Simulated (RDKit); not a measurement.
A run for RDKit: MMFF94 on CH4S (SMILES CS).

```python
from rdkit import Chem
from rdkit.Chem import AllChem, rdDetermineBonds

blocks = [
'''6

S    -1.51439900   -0.79999400   -0.11697900
C    -1.57014400    1.01297400    0.01160700
H    -1.55457900   -1.05260000    1.20049200
H    -1.54556000    1.39238100   -1.01019600
H    -0.70866100    1.40255300    0.55309700
H    -2.49314500    1.33992300    0.48665400
''',
]
mol = None
for b in blocks:
    f = Chem.MolFromXYZBlock(b)
    rdDetermineBonds.DetermineBonds(f, charge=0)
    mol = f if mol is None else Chem.CombineMols(mol, f)
Chem.SanitizeMol(mol)
print(Chem.MolToSmiles(Chem.RemoveHs(mol)))
ff = AllChem.MMFFGetMoleculeForceField(mol, AllChem.MMFFGetMoleculeProperties(mol), nonBondedThresh=100.0, ignoreInterfragInteractions=False)
e = ff.CalcEnergy()
print(f'MMFF94 energy {e:.6f} kcal/mol')
```

It printed:

```
CS
MMFF94 energy 0.885932 kcal/mol
```

The run finished.

Cost: around 0.020 core-seconds (rough).
